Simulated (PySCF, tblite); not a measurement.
# C3H7N, a complex of two parts: NMR shifts, interaction energy, spin-spin couplings and core binding energies

Wanted: the NMR shifts, interaction energy, spin-spin couplings and core binding energies for `C#C` with `CN`.

Programs: tblite 0.8.0 and PySCF 2.14.0. All values are calculated, for the isolated system unless a continuum is named. Atoms count from 0, parts from 1.

## (1) Starting point

11 atoms, charge 0, multiplicity 1; geometry: rigid parts in contact. Parts: 1 = atoms 0–3, `C#C`, charge 0; 2 = atoms 4–10, `CN`, charge 0.

## (2) Docking the parts with GFN2-xTB

Job settings and geometry (Å):

```
{"job": {"kind": "dock", "xc": "GFN2-xTB", "basis": "xTB"}, "charge": 0, "multiplicity": 1, "parts": [{"atoms": "0-3", "charge": 0, "multiplicity": 1}, {"atoms": "4-10", "charge": 0, "multiplicity": 1}]}
C      0.572921    -0.087826    -0.142523
C     -0.572987     0.087729     0.142337
H      1.580491    -0.242294    -0.393162
H     -1.580425     0.242391     0.393348
C      3.587263    -1.267847     1.563855
N      3.721362    -0.429783     0.385186
H      3.981996    -0.820845     2.487972
H      2.530829    -1.487804     1.713816
H      4.112733    -2.205326     1.384930
H      4.698630    -0.213592     0.217834
H      3.231397     0.448400     0.521658
```

Method: GFN2-xTB search for minima from random contacts, gas phase.

Launch:

```bash
$ OMP_NUM_THREADS=1 python cluster_run.py task.json out
```

The driver reads the jobs from task.json and runs them one after another.

**Question.** The jobs that follow are: PBE0-D3(BJ)/def2-SVPD geometry optimisation, gas phase; GIAO PBE0/pcSseg-2 NMR shielding, non-relativistic, gas phase; wB97M-D3(BJ)/def2-TZVPD interaction energy, counterpoise and uncorrected, gas phase; PBE0-D3(BJ)/def2-TZVPD interaction energy, counterpoise and uncorrected, gas phase; MP2/def2-TZVPD interaction energy, counterpoise and uncorrected, gas phase; B3LYP/pcJ-1 indirect spin-spin coupling, non-relativistic, gas phase; delta-SCF UKS SCAN, pcX-2 on the ionised atom, pcseg-1 elsewhere, spin-free X2C. Predict: binding energy (GFN2-xTB); point group; rotational constants (main isotopes); shieldings of C, H (PBE0/pcSseg-2, a mean where the table joins atoms); largest proton shift on binding; interaction energy, counterpoise (wB97M-D3(BJ)/def2-TZVPD); superposition error; binding energy (with deformation); largest coupling of the table (B3LYP/pcJ-1); N1s binding energies, SCAN/pcX-2.

The runs gave:

| quantity | value |
| --- | --- |
| binding energy (GFN2-xTB) | -3.14 kcal/mol |
| point group | Cs |
| rotational constants (main isotopes) | 22.84, 2.01, 1.88 GHz |
| shieldings of C, H (PBE0/pcSseg-2, a mean where the table joins atoms) | C0 100.1, C1 109.6, C4 154.1, H2 26.3, H6 28.7, H7 29.0, H3 30.1, H9 31.1 ppm and more |
| largest proton shift on binding | H2, +3.59 ppm |
| interaction energy, counterpoise (wB97M-D3(BJ)/def2-TZVPD) | -4.36 kcal/mol |
| superposition error | 0.14 kcal/mol |
| binding energy (with deformation) | -4.09 kcal/mol |
| largest coupling of the table (B3LYP/pcJ-1) | ¹J(C,H) C0–H2, 273.6 Hz |
| N1s binding energies, SCAN/pcX-2 | N5 405.43 eV |
| range of the interaction energy over the runs of this table | -4.86 to -3.88 kcal/mol |

In words: In the structure that the search hands on, at its xTB geometry, the leading contact, judged by the atoms' radii, is H2···N5 (weak hydrogen bond, 2.12 Å). A later relaxation moves these distances. Over 4 steps the energy fell by 0.241 eV; of the close pairs, C0–H2 changed most, 1.014 to 1.088 Å. At PBE0/pcSseg-2: The widest tensor belongs to C0: span 271 ppm, with a paramagnetic part of -160 ppm. On binding (GIAO PBE0/pcSseg-2 NMR shielding, non-relativistic, gas phase), H2 moves most among the protons, 3.59 ppm downfield. Of the attraction, electrostatic 64 %, orbital 27 %, dispersion 9 %; Pauli repulsion takes back 7.96 kcal/mol. A part with a negative deformation was relaxed at another level. Of the pairs tabulated at B3LYP/pcJ-1, C0–H2 couples most strongly (273.6 Hz; Fermi contact 273.7 Hz). Binding moves the N1s level of N5 by +0.34 eV. The interaction energy runs from -4.86 (PBE0-D3(BJ)/def2-TZVPD) to -3.88 kcal/mol (MP2/def2-TZVPD).
